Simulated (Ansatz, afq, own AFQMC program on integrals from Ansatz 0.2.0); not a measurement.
Integrals from Ansatz 0.2.0, then the random walk in our own AFQMC program (afq).

```yaml
crystal:
  periodic: [false, false, false]
  atoms:
    - {symbol: Si, position_ang: [0.000000, -0.071477, 0.000000]}
    - {symbol: H, position_ang: [0.000000, 0.995827, -1.090012]}
    - {symbol: H, position_ang: [0.000000, 0.995827, 1.090012]}
basis:
  gaussian: {orbitals: cc-pVDZ}
magnetization: {spin_polarized: true, initial_magnetization: 0}
correlation: {method: ccsd_t, electrons: outside_noble_gas, hamiltonian_folder: ham}
```

```sh
$ ansatz run in.yaml --threads 1 --pin off --events-out ev --progress --plain --max-ram 16896MiB --backend cuda --devices 0, --max-vram 18GiB
```

afq runs on the folder ham with

```
--method phaseless --trial cisd --walkers 4000 --populations 20 --least-time 60 --time-step 0.005 --steps-per-block 50 --equilibration-blocks 28 --max-blocks 4000 --target-error 0.00015 --factor-cut 1e-05 --start spin_pure --seed 3293 --release-times 0.24,0.51,0.99,1.62,2.4 --release-step 0.03 --release-every 3 --taylor-order 6
```

Times are imaginary, in 1/Eh. The walk had a cap of 122 s. With eight or more populations the least sampling time is a fifth of least-time, and the error comes from their spread.

```
orbitals 23  electrons 3 3  factors 161 of 271
reference energy -290.01833275 Eh
CCSD correlation -0.11684335 Eh in 11 cycles, weight of the determinant in the CISD state 0.9107
energy of the start -290.135181 Eh
 block  time / (1/Eh)  mean weight  energy / Eh
     1     0.250  0.9999  -290.134401
     2     0.500  1.0000  -290.134612
     3     0.750  1.0001  -290.135095
     4     1.000  0.9999  -290.135662
     5     1.250  0.9997  -290.136068
    12     3.000  1.0001  -290.137343
    19     4.750  1.0002  -290.137665
    20     5.000  1.0001  -290.137448
    26     6.500  0.9999  -290.137870
    33     8.250  1.0000  -290.138177
    40    10.000  1.0000  -290.137992
    45    11.250  0.9999  -290.138502
    47    11.750  0.9999  -290.138153
    54    13.500  1.0001  -290.138376
    61    15.250  1.0000  -290.138040
    68    17.000  0.9999  -290.137778
    75    18.750  0.9999  -290.137966
    78    19.500  0.9998  -290.138024
error from the spread of 20 populations
released: time / (1/Eh)  energy / Eh  error  mean overlap
  0.24  -290.138003  0.000051  0.9999
  0.51  -290.138046  0.000055  0.9999
  0.99  -290.138059  0.000045  0.9981
  1.62  -290.138033  0.000055  0.9978
  2.40  -290.138070  0.000048  0.9996
energy -290.138036 +/- 0.000054 Eh
(rows thinned)
```

(1) Estimate how long the walk took on 1 × NVIDIA H100 80GB HBM3 with 2 threads of AMD EPYC 7R13 Processor (Zen 3), on a shared host (the card was shared).

The run passed its tests (sampling time, drift between the halves within three errors, error under three times the target), which doesn't prove that it has relaxed.

Against this walk (error 1.5 meV) on the same determinant: CCSD(T) 16.7 meV higher, CCSDT(Q) 2.2 meV lower (within the noise), CCSDTQ 2.8 meV lower (within the noise), full CI 2.8 meV lower (within the noise). The error is statistical and leaves out the bias of the constraint. Released to 2.40 1/Eh the energy moves by -0.9 ± 2.0 meV (both errors), within twice the noise.

Cautions: constraint bias not in the error; higher spins were not checked; an unrestricted solution with more broken spin lies lower (90 meV, ⟨S²⟩ 0.38), while this determinant keeps restricted orbitals.

## Answers

(1) 18 s of wall time.

CCSDT and higher add their correlation energy to the determinant of the CCSD(T) run, since their own runs factorise the integrals more tightly (a shift of under 2 meV). A walk keeps the symmetry of its determinant, which the program's search chose and which needn't be the lowest solution, so a lower state of the same spin and another symmetry isn't excluded.
